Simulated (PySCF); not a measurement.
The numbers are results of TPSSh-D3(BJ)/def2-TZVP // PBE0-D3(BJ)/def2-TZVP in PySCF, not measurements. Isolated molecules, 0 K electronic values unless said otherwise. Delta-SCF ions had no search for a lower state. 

Reference species (SMILES): `[SiH4]` (neutral, multiplicity 1).

The vertical ionisation energy (Delta-SCF) comes out as 12.41 eV. The HOMO–LUMO gap is 10.07 eV and the HOMO comes out as -9.29 eV.

After one change: the vertical ionisation energy (Delta-SCF) increases by 1.38 eV; the HOMO–LUMO gap increases by 1.09 eV; the HOMO drops by 1.14 eV.

What was changed between the two runs? The new species is one of these.
(A) `F[Si](F)(F)F`
(B) `F[SiH3]`
(C) `F[SiH](F)F`
(D) `F[SiH2]F`

C, `F[SiH](F)F`
